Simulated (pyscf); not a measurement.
PySCF, gas phase, ωB97X-D3(BJ)/def2-SVP geometries. Correlated levels are frozen-core, on RHF or UHF. ΔMP2 is the change of the MP2 total energy from the triple- to the quadruple-zeta basis.

Q: Estimate the classical barrier height and the reaction energy of B–Cl [singlet] + NH₃ → H₂N–BH–Cl at CCSD(T)/def2-TZVPP + ΔMP2(QZVPP). The step runs on the singlet surface, breaks H–N and forms B–N, B–H; take the separated reactants as zero.

A: ΔE‡ = 12.6 kcal/mol, ΔE = -93.1 kcal/mol. Zero-point energy shifts the barrier by +0.3 kcal/mol. It is an insertion, with an imaginary mode of 1585i cm⁻¹. On the reactant side the descent ends in an adduct with a B–N contact, 9.3 kcal/mol under the separated species and 18.0 kcal/mol under the saddle at ωB97X-D3(BJ)/def2-TZVP. What is counted as formed (B–N) is already present as a longer contact in the reactant adduct; forming that adduct is a step of its own. At ωB97X-D3(BJ) the barrier from the zero used here is 8.8 kcal/mol. One saddle was located; it need not be the lowest between these sides. The CCSD(T) − MP2 part came from Ansatz, without density fitting, on the same reference.
